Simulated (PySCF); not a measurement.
# Cost of excited-state runs on [BH5SSi]-, doublet, charge -1

Geometry (Å), atoms numbered from 1 in this order:
```xyz
8

B     1.223   -0.071    0.143
S     0.286   -0.340    1.742
Si   -0.819    0.068   -0.150
H     1.747   -1.043   -0.313
H     1.836    0.951    0.073
H    -1.014    1.425   -0.748
H    -1.107   -0.976   -1.179
H    -2.144   -0.005    0.563
```

Total charge -1.

PySCF with density fitting, on 1 thread of an Intel Xeon Platinum 8488C, shared host. Command: `OMP_NUM_THREADS=1 python excited_run.py task.json out`

Task: How long does each of these runs take, and how much memory?
- open-shell absorption, CAM-B3LYP/def2-SVPD; 10 states; full response; IEF-PCM tetrahydrofuran
- open-shell absorption, CAM-B3LYP/def2-SVPD; 10 states; full response
- open-shell absorption, CAM-B3LYP/def2-SVPD; 10 states; full response; damping 0.2

Result: 
| run | level | basis functions | wall time | peak memory (GiB) |
| --- | --- | --- | --- | --- |
| open-shell absorption | CAM-B3LYP/def2-SVPD | 111 | 13 s | 0.5 |
| open-shell absorption | CAM-B3LYP/def2-SVPD | 111 | 14 s | 0.5 |
| open-shell absorption | CAM-B3LYP/def2-SVPD | 111 | 15 s | 0.53 |

Times from a shared host are rough.
